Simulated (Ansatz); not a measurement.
A run of Ansatz (development build ahead of 0.2.0) on singlet CH2F2 at this shape:

```xyz
5

C     0.5028   -0.0104   -0.0475
H     1.0938    0.6769    0.6109
H     1.1138   -0.6084   -0.6133
F    -0.3106    0.8060   -0.7436
F    -0.2633   -0.8180    0.7834
```

Its results:

```
Converged                       : yes
Reference energy                : -234.61724 hartree
Correlation energy              : -0.08094 hartree
Total energy                    : -234.69818 hartree
Spin squared of the determinant : 0.000
```

(1) Which input gives this output? Name the method, the orbitals and the basis set, and write the input.

## Answers

(1) RHF-MP2 in STO-3G. An unrestricted run that stays on the closed shell gives the same numbers.

```yaml
crystal:
  periodic: [false, false, false]
  atoms:
    - { symbol: C, position_ang: [0.50281, -0.01042, -0.04746] }
    - { symbol: H, position_ang: [1.09385, 0.67686, 0.61089] }
    - { symbol: H, position_ang: [1.11379, -0.60837, -0.61326] }
    - { symbol: F, position_ang: [-0.31063, 0.80601, -0.74356] }
    - { symbol: F, position_ang: [-0.26335, -0.81804, 0.78342] }
basis:
  gaussian: { orbitals: STO-3G }
hamiltonian:
  xc: hf
correlation:
  method: mp2
  frozen_orbitals: { C: 1, F: 1, H: 0 }
```
